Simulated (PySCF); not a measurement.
A small calculation by hand: chemical shift, span and skew from a shielding tensor

C₂H₅, SMILES [CH2]C (connectivity only; charge and spin as stated), charge +1, multiplicity 1. Atoms are numbered in the order given.

```xyz
7

C     -0.0063    -0.7460     0.0000
C     -0.0397     0.6593     0.0000
H     -0.9071    -1.3589     0.0000
H      0.9463    -1.2742     0.0000
H      0.6239     1.0062     0.8276
H     -1.0107     1.1410     0.0000
H      0.6239     1.0062    -0.8276
```
Charge +1, spin multiplicity 1.

The structure is a stationary point at B3LYP-D3(BJ)/def2-TZVP. A frequency run showed that this geometry is not a minimum. The multiplicity is an assumed one; other spin states were not compared. The isomer is the one that the SMILES or the coordinates give; other isomers of the formula were not compared.

GIAO shieldings from KT2/pcSseg-2 (PySCF), non-relativistic, no solvent. The symmetric part of the tensor of C2 has the principal values 46.2, 116.3, 179.4 ppm. The same nucleus in TMS has σ = 184.2 ppm at this level (PySCF, at its B3LYP-D3(BJ)/def2-TZVP geometry).

Work out the isotropic shielding, the ¹³C shift against TMS, the span and the skew.


σ(iso) = (σ11 + σ22 + σ33)/3 = 114.0 ppm. δ = σ(ref) − σ(iso) = 184.2 − (114.0) = 70.2 ppm.
Span Ω = σ33 − σ11 = 133.2 ppm. Skew κ = 3(σ(iso) − σ22)/Ω = -0.05. Tumbling in solution averages the tensor to δ; in a static solid the shielding alone would spread this spin-1/2 line over Ω.
